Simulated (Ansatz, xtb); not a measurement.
**Relative energy of two isomers of C3H3FO2**

Structure X is `C=C(F)C(=O)O`, a singlet and structure Y is `O=C(O)/C=C\F`, a singlet. Both are isolated molecules in the gas phase, relaxed with B3LYP/def2-SVP; the shapes shown needn't be the lowest conformers.

X (Å):

```csv
atom,x (Å),y (Å),z (Å)
C,-2.5840,-1.1867,1.6916
C,-2.2449,-0.2105,0.8491
C,-2.6277,-0.2228,-0.5982
F,-1.5361,0.8520,1.2407
O,-3.2664,-1.1066,-1.1145
O,-2.1795,0.8596,-1.2510
H,-2.2887,-1.1469,2.7413
H,-3.1632,-2.0297,1.3159
H,-2.4714,0.7683,-2.1743
```

Y (Å):

```
atom    x (Å)    y (Å)    z (Å)
   C  -3.0663  -0.7080  -0.5296
   C  -1.7608  -0.3926   0.0898
   C  -1.5150   0.0591   1.3260
   F  -2.4400   0.3091   2.2382
   O  -3.1784  -1.1144  -1.6631
   O  -4.1254  -0.5039   0.2785
   H  -4.9116  -0.7453  -0.2408
   H  -0.9018  -0.5564  -0.5623
   H  -0.5031   0.2637   1.6923
```

Question: Estimate E(Y) − E(X) at the level CCSD(T)/def2-SVP + ΔMP2/def2-TZVPP.

Answer: Too close to call at this level: CCSD(T)/def2-SVP + ΔMP2/def2-TZVPP gives E(Y) − E(X) = +1.17 kJ/mol.

The same difference at several levels:

```json
{"level": "GFN2-xTB", "geometry": "GFN2-xTB", "E(Y) − E(X) (kJ/mol)": "−3.30", "departure from the last row (kJ/mol)": "−4.47", "job, with rough time for the two": "optimisation, 0.092 s"}
{"level": "HF/STO-3G", "geometry": "GFN2-xTB", "E(Y) − E(X) (kJ/mol)": "−3.36", "departure from the last row (kJ/mol)": "−4.53", "job, with rough time for the two": "single point, 0.28 s"}
{"level": "r2SCAN-D4/def2-SVP", "geometry": "GFN2-xTB", "E(Y) − E(X) (kJ/mol)": "+0.55", "departure from the last row (kJ/mol)": "−0.61", "job, with rough time for the two": "single point, 3.2 s"}
{"level": "B3LYP/def2-SVP", "geometry": "B3LYP/def2-SVP", "E(Y) − E(X) (kJ/mol)": "−0.20", "departure from the last row (kJ/mol)": "−1.37", "job, with rough time for the two": "optimisation, 24 s"}
{"level": "HF/def2-SVP", "geometry": "B3LYP/def2-SVP", "E(Y) − E(X) (kJ/mol)": "−1.36", "departure from the last row (kJ/mol)": "−2.53", "job, with rough time for the two": "part of the CCSD(T) run"}
{"level": "MP2/def2-SVP", "geometry": "B3LYP/def2-SVP", "E(Y) − E(X) (kJ/mol)": "+0.33", "departure from the last row (kJ/mol)": "−0.84", "job, with rough time for the two": "part of the CCSD(T) run"}
{"level": "CCSD(T)/def2-SVP", "geometry": "B3LYP/def2-SVP", "E(Y) − E(X) (kJ/mol)": "+2.04", "departure from the last row (kJ/mol)": "+0.87", "job, with rough time for the two": "single point"}
{"level": "CCSD(T)/def2-SVP + ΔMP2/def2-TZVPP", "geometry": "B3LYP/def2-SVP", "E(Y) − E(X) (kJ/mol)": "+1.17", "departure from the last row (kJ/mol)": "", "job, with rough time for the two": "single point, 33 s"}
```

As drawn, both hold the same kinds of bond in the same numbers.

The largest departure from CCSD(T)/def2-SVP + ΔMP2/def2-TZVPP is that of HF/STO-3G, 4.53 kJ/mol. The last row adds to CCSD(T) the change of the MP2 difference between the two basis sets, here −0.87 kJ/mol.

With harmonic frequencies from B3LYP/def2-SVP (ideal gas, rigid rotor, one conformer each, 298.15 K, 1 atm): the zero-point term adds +1.89 kJ/mol; ΔH is +3.18 and ΔG +2.11 kJ/mol.

The correlated steps freeze 6 core orbitals. Codes used: Ansatz 0.2.0, xtb 6.7.1; the last row on 2 threads of Arm Neoverse V1 on a shared host.
